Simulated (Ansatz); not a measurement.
The same path of CH6Si + H3P (12 atoms, charge 0, multiplicity 1) was run twice with different band settings. Lost on the way: Si1–C2, P9–H12. Made: Si1–P9, C2–H12.

These are results of RKS B3LYP-D4/def2-SVP (Ansatz), not measurements.

Relaxed end points:

```xyz
12
Properties=species:S:1:pos:R:3
Si 0.427 -0.079 0.105
C 0.581 -0.182 1.983
H -0.400 -0.366 2.448
H 1.258 -1.000 2.276
H 0.984 0.757 2.395
H 1.764 0.148 -0.520
H -0.473 1.046 -0.290
H -0.142 -1.345 -0.445
P -3.471 0.686 0.928
H -2.801 -0.565 0.758
H -4.387 0.152 1.889
H -2.557 1.130 1.932
```

```xyz
12
Properties=species:S:1:pos:R:3
Si -0.609 0.069 -0.709
C 0.040 -0.080 3.157
H 0.861 -0.168 3.883
H 0.134 -0.875 2.403
H 0.092 0.902 2.664
H 0.514 0.899 -0.189
H -0.660 0.206 -2.194
H -0.353 -1.361 -0.366
P -2.565 0.889 0.129
H -3.345 -0.186 -0.401
H -2.403 0.265 1.404
H -0.923 -0.177 3.677
```

Common settings: movable images 9; climbing image yes; spring 5.0 eV/Å²; optimiser quadratic models (default); force threshold 0.05 eV/Å; iteration limit 60; end points relaxed.

| run | start path |
| --- | --- |
| 1 | through a guess of the saddle point |
| 2 | straight line |

Task: What does each run give, and how far can it be trusted?

Result: Run 1: converged after 36 iterations, highest image 3.220 eV above the first end. Beside the main top the profile has a ripple of under 15 meV (maxima at images 4, 8), which may be a very shallow well or noise. A structure lower than the first end lies on the path between it and the top, so the climb from that side starts below the end, which may itself be a saddle point or a shallow side well. Neighbouring images differ by up to 2.9 eV, so the band resolves the path poorly. A vibrational analysis at the climbing image gives one clearly imaginary mode, 1407i cm⁻¹: a first-order saddle point.
Run 2: converged after 56 iterations, highest image 3.217 eV above the first end. Beside the main top the profile has a ripple of under 15 meV (maxima at images 4, 8), which may be a very shallow well or noise. A structure lower than the first end lies on the path between it and the top, so the climb from that side starts below the end, which may itself be a saddle point or a shallow side well. Neighbouring images differ by up to 3.0 eV, so the band resolves the path poorly. The order of the stationary point at the top wasn't checked.
The orbitals stay closed-shell, which can raise the energy where a bond breaks towards radicals; this wasn't checked here.
